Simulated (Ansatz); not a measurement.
System: ClF, net charge 1, doublet state. 
Geometry from a B3LYP-D3(BJ)/def2-TZVP (Ansatz, a first-principles code) optimisation:
```xyz
2

F      0.0000     0.0000    -1.0077
Cl     0.0000     0.0000     0.5335
```
Charge +1, spin multiplicity 2.

Parts of the frozen-core correlation energy in cc-pV(D+d)Z (Ansatz, hartree). Frozen orbitals: 6; correlated occupied orbitals by spin: 7 and 6; virtual: 24 and 25. UHF or UKS for open shells. No spin-orbit coupling. Non-relativistic.

| term | value |
|---|---|
| reference (HF) | -558.40711 |
| MP2 opposite-spin | (withheld) |
| MP2 same-spin | (withheld) |
| CCSD correlation | -0.33439 |
| (T) | (withheld) |
| CCSDT minus CCSD(T) | -0.00104 |
| T1 diagnostic | 0.032 |
| largest doubles amplitude | 0.088 |
| <S^2> of the reference | 0.761 |

Complete the blanks.


- MP2 opposite-spin, value: -0.23002
- MP2 same-spin, value: -0.08309
- (T), value: -0.00880
